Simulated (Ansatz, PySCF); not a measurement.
System: CH3O (charge 0, doublet). It need not be the lowest isomer of its formula. 
Structure (B3LYP-D3(BJ)/def2-TZVP (Ansatz, a quantum-chemistry and plane-wave program) minimum search):
```
C
O 1 1.3645
H 2 0.9632 1 109.87
H 1 1.0785 2 113.74 3 175.53
H 1 1.0823 4 121.49 2 153.15
```
Charge 0, spin multiplicity 2.

Wanted: atomisation energy (electronic, to ground-state atoms), in kcal/mol. Valence correlation only, unless marked. Open shells are spin-unrestricted. Spin-orbit coupling is left out. Non-relativistic. The coupled-cluster limit lacks core correlation, which all-electron functionals hold. Basis-set limits of correlation are two-point, X^-3; Hartree-Fock from the larger set.

```json
[
 {"level": "HF-D4/def2-TZVPD", "program": "PySCF + dftd4", "atomisation energy (kcal/mol)": "291.7"},
 {"level": "PBE-D3(BJ)/def2-TZVPD", "program": "Ansatz + dftd3", "atomisation energy (kcal/mol)": "421.5"},
 {"level": "BLYP-D3(BJ)/def2-TZVPD", "program": "Ansatz + dftd3", "atomisation energy (kcal/mol)": "412.9"},
 {"level": "revPBE-D3(BJ)/def2-TZVPD", "program": "Ansatz + dftd3", "atomisation energy (kcal/mol)": "409.2"},
 {"level": "BP86-D3(BJ)/def2-TZVPD", "program": "PySCF + dftd3", "atomisation energy (kcal/mol)": "427.6"},
 {"level": "PBE0-D3(BJ)/def2-TZVPD", "program": "Ansatz + dftd3", "atomisation energy (kcal/mol)": "410.5"},
 {"level": "BHLYP-D4/def2-TZVPD", "program": "Ansatz + dftd4", "atomisation energy (kcal/mol)": "394.3"},
 {"level": "MP2/aug-cc-pVTZ", "program": "Ansatz", "atomisation energy (kcal/mol)": "406.6"},
 {"level": "RI-MP2/CBS(cc-pVTZ,cc-pVQZ)", "program": "Ansatz", "atomisation energy (kcal/mol)": "415.1"},
 {"level": "SCS-MP2/aug-cc-pVDZ", "program": "Ansatz", "atomisation energy (kcal/mol)": "384.2"},
 {"level": "CCSD/6-31G*", "program": "Ansatz", "atomisation energy (kcal/mol)": "360.8"},
 {"level": "CCSD(T)/STO-3G", "program": "Ansatz", "atomisation energy (kcal/mol)": "372.5"},
 {"level": "CCSD(T)/aug-cc-pVDZ", "program": "Ansatz", "atomisation energy (kcal/mol)": "381.6"},
 {"level": "CCSD(T) with core electrons/cc-pwCVTZ", "program": "Ansatz", "atomisation energy (kcal/mol)": "399.3"},
 {"level": "CCSD(T)/CBS(cc-pVTZ,cc-pVQZ)", "program": "Ansatz", "atomisation energy (kcal/mol)": "408.7"}
]
```
